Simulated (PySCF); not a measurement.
Geometries of 4 isomers of C3H6FN, from PySCF 2.14.0, PBE0-D3(BJ)/def2-SVP geometry optimisation, gas phase. One conformer each, no zero-point energy, no frequencies.

**Question.** Which is lowest in electronic energy at this level?
A.
```xyz
11
angstrom
F      2.170    0.602   -0.546
C      1.407   -0.216    0.249
C      0.015    0.323    0.373
C     -1.036   -0.018   -0.609
N     -1.004   -0.659    0.695
H      1.370   -1.227   -0.190
H      1.886   -0.286    1.241
H     -0.048    1.317    0.836
H     -0.796   -0.666   -1.459
H     -1.801    0.738   -0.817
H     -1.707   -0.269    1.318
```
B.
```xyz
11
angstrom
N     -1.207    0.825   -0.133
C     -0.756   -0.548   -0.040
C      0.734   -0.650    0.083
C      1.557    0.374   -0.119
F      2.879    0.256    0.006
H     -1.086    1.295    0.763
H     -2.198    0.864   -0.355
H     -1.211   -1.127    0.793
H     -1.069   -1.077   -0.959
H      1.164   -1.619    0.352
H      1.232    1.379   -0.400
```
C.
```xyz
11
angstrom
C      1.776    0.262    0.188
C      0.556   -0.226    0.396
F      0.197   -0.635    1.624
C     -0.566   -0.380   -0.582
N     -1.791    0.298   -0.206
H      2.503    0.323    1.000
H      2.062    0.601   -0.807
H     -0.228   -0.028   -1.568
H     -0.784   -1.457   -0.692
H     -1.613    1.293   -0.078
H     -2.110   -0.051    0.696
```
D.
```xyz
11
angstrom
C      1.899    0.071   -0.303
N      0.514    0.221   -0.643
C     -0.359   -0.003    0.241
C     -1.821    0.087   -0.063
F     -2.496    0.602    1.013
H      2.079   -0.234    0.747
H      2.361   -0.674   -0.971
H      2.425    1.020   -0.493
H     -0.108   -0.303    1.282
H     -1.977    0.719   -0.952
H     -2.220   -0.923   -0.274
```

**Answer.** C. That is `C=C(F)CN`, 3.5 kcal/mol below the next.

| SMILES | atoms numbered as above | E (Eh) | relative (kcal/mol) | relative (kJ/mol) | dipole (D) |
| --- | --- | --- | --- | --- | --- |
| C=C(F)CN | [CH2:1]=[C:2]([F:3])[CH2:4][NH2:5] | -271.99436 | 0.0 | 0.0 | 0.87 |
| C/N=C/CF | [CH3:1]/[N:2]=[CH:3]/[CH2:4][F:5] | -271.98871 | 3.5 | 14.8 | 1.60 |
| NC/C=C/F | [NH2:1][CH2:2]/[CH:3]=[CH:4]/[F:5] | -271.98788 | 4.1 | 17.0 | 2.64 |
| FC[C@H]1CN1 | [F:1][CH2:2][C@H:3]1[CH2:4][NH:5]1 | -271.97730 | 10.7 | 44.8 | 1.91 |

As drawn, the lowest has a C=C bond outside aromatic rings, which the highest lacks; the highest has a three-membered ring, which the lowest lacks.
